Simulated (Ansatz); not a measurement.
# HGe–NH2, singlet: the ladder up to RCCSDTQ

Geometry: a PBE0/def2-TZVP stationary point for this spin, not checked as a minimum.

```xyz
5

Ge    0.0000   -0.0292    0.3354
N     0.0000    0.0337   -1.4792
H     0.0000    1.5671    0.4649
H     0.0000    0.8718   -2.0380
H     0.0000   -0.8031   -2.0403
```

Basis cc-pVDZ; Ansatz 0.2.0. Only valence electrons are correlated (noble-gas cores and the filled d shells of p-block atoms frozen), which leaves 12 electrons in 41 orbitals. R marks a restricted (for open shells ROHF) determinant. Active spaces: valence = (12e, 11o) chosen from the atoms' valence shells. No spin–orbit coupling is included, and no scalar relativity.

Full CI isn't at hand for all of this; RCCSDTQ serves as the reference, and is uncertain by about the last step of the cluster series.

- UHF ⟨S²⟩: 0.000
- T1 diagnostic (RCCSD): 0.0200
- largest doubles amplitude (RCCSD): 0.066

```json
{"level": "RMP2", "E − E(RHF) (eV)": "-7.0388"}
{"level": "RCCSD", "E − E(RHF) (eV)": "-7.7854"}
{"level": "RCCSD(T)", "E − E(RHF) (eV)": "-8.0096"}
```

Q: Estimate how far RCCSDTQ in cc-pVDZ lies from RCCSD(T). The table doesn't fix it; the size of (T) and the diagnostics are the guide.

A: RCCSDTQ in cc-pVDZ lies 0.90 kcal/mol below RCCSD(T), which is 17 % of the (T) step (-5.17 kcal/mol). T1 is raised, but (T) still catches most of what CCSD lacks.

The other levels:

```
                     level  E − E(RCCSDTQ) (kcal/mol)  share of correlation (%)     wall time
                   BCCD(T)                       0.88                     99.53         1.2 s
                    RCCSDT                       0.44                     99.76             –
                 RCCSDT(Q)                      -0.06                    100.03         9.5 s
    CASSCF (valence space)                     102.93                     44.54             –
    NEVPT2 (valence space)                      28.81                     84.48  4.1 s (H100)
NEVPT4(SD) (valence space)                       5.23                     97.18    8 s (H100)
    MRCISD (valence space)                       7.71                     95.85             –
  MRCISD+Q (valence space)                       1.52                     99.18  9.5 s (H100)
```

The correlation energy at RCCSDTQ, counted from RHF, is -8.049 eV. That run took 12 s on 2 threads of AMD EPYC 7R13 with a shared H100 80 GB, shared host.

Times hold each run's SCF and search for its determinant on a shared host, so for small cases they say little of a method's own cost; rows without a card ran on 1 thread of AMD EPYC 7R13.

Natural occupations of CASSCF (valence space) about the gap: 1.983 1.977 1.975 1.971 1.966 0.034 0.028 0.026 0.023 0.021; effectively unpaired electrons, Σ n²(2−n)², 0.03.

Atomization energy (electronic, same basis, no zero-point term; atoms at the same level, unrestricted beside the R rows where the molecule is a closed shell, but restricted open-shell past Ca, as are all atoms' steps beyond CCSDT(Q)) at RCCSDTQ: 1289.9 kJ/mol. Errors of other levels:

```tsv
level	error (kJ/mol)
RHF	-388.2
RMP2	-8.0
RCCSD	-20.4
RCCSD(T)	-2.5
BCCD(T)	-2.2
RCCSDT	-1.7
RCCSDT(Q)	0.3
CASSCF (valence space)	-67.2
NEVPT2 (valence space)	-41.1
NEVPT4(SD) (valence space)	-21.0
MRCISD (valence space)	-25.8
MRCISD+Q (valence space)	-12.4
```

This basis is far from its limit, so the value isn't to be set against a measured one. Truncated CI isn't size-consistent, which counts against it in atomization.
